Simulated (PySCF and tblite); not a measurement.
Values are calculated unless marked as measured or tabulated.
C6H6, numbered as in [CH:1]#[C:2][CH2:3][CH2:4][C:5]#[CH:6].

Free energies: PBE0-D3(BJ)/def2-TZVP on PBE0-D3(BJ)/def2-SVP structures plus GFN2-xTB thermal terms, symmetry and mirror images included. Conformers within 4 kcal/mol (GFN2-xTB free energy) were kept, 7 at most. GIAO shieldings: PBE0/pcSseg-1. Shifts are against TMS (¹H), TMS (¹³C) at the same level. Programs: PySCF with density fitting and tblite.

(1) Predict the averaged NMR shifts at 298.15 K.

(2) How do the conformers differ?

Shifts are unscaled: against experiment ¹³C can be off by 15 ppm or more and ¹H by 0.8 ppm.

## Answers

(1) ¹H: 2.30 (H3/H4, 4H), 1.87 (H1/H6, 2H) ppm. ¹³C: 85.4 (C2/C5), 75.8 (C1/C6), 21.0 (C3/C4) ppm.

(2) Torsions listed: C2–C3–C4–C5. Of a mirror pair one member is shown.
```tsv
conformer	shape	weight %
1	180°	68.1
2	65°	31.9
```

```json
{"signal": "H1/H6", "1": "1.86", "2": "1.89", "average": "1.87"}
{"signal": "H3/H4", "1": "2.32", "2": "2.24", "average": "2.30"}
{"signal": "C1/C6", "1": "75.7", "2": "76.0", "average": "75.8"}
{"signal": "C2/C5", "1": "85.4", "2": "85.4", "average": "85.4"}
{"signal": "C3/C4", "1": "21.0", "2": "20.8", "average": "21.0"}
```
